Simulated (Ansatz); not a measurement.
# CSi2: the cost of one run

The runs use Ansatz 0.2.0, Gaussian basis; def2-TZVPP, core rule «outside noble gas», up to 11 orbitals frozen.

To be run: UHF; ROHF; CCSD(T) on UHF.

2 further runs of the same task are left out: 2 set aside as unsound or not needed.

**1. The system**

The geometry is a PBE0/def2-TZVP stationary point (not a proven minimum) of the parent state, kept for this charge and spin.

3 atoms, charge 1, spin multiplicity 2.

Atoms are counted from 1 here; the program's logs count them from 0.

Bond lengths: C1–Si2 1.825 Å, C1–Si3 1.757 Å, Si2–Si3 2.287 Å. Angles: Si2–C1–Si3 79.3°, C1–Si2–Si3 49.0°, C1–Si3–Si2 51.6°.

Geometry (Å):

```xyz
3
charge 1, multiplicity 2
C     0.0000   -1.1343   -0.0586
Si    0.0000    0.2274    1.1558
Si    0.0000    0.2577   -1.1308
```

**2. UHF**

The input, in.yaml:

```yaml
crystal:
  periodic: [false, false, false]
  atoms:
    - {symbol: C, position_ang: [0.000000, -1.134324, -0.058627]}
    - {symbol: Si, position_ang: [0.000000, 0.227422, 1.155842]}
    - {symbol: Si, position_ang: [0.000000, 0.257669, -1.130771]}
basis:
  gaussian: {orbitals: def2-TZVPP}
total_charge: 1
magnetization: {spin_polarized: true, initial_magnetization: 1}
hamiltonian: {xc: hf}
output: {orbitals: {seedname: orbitals}}
```

Launch:

```console
> ansatz run in.yaml --threads 1 --pin off --events-out ev --progress --plain --max-ram 2816MiB --backend cpu
```

What time and memory should one allow on 1 thread of AMD EPYC 7R13, shared host?

About 18 s, with a peak of 0.34 GiB.
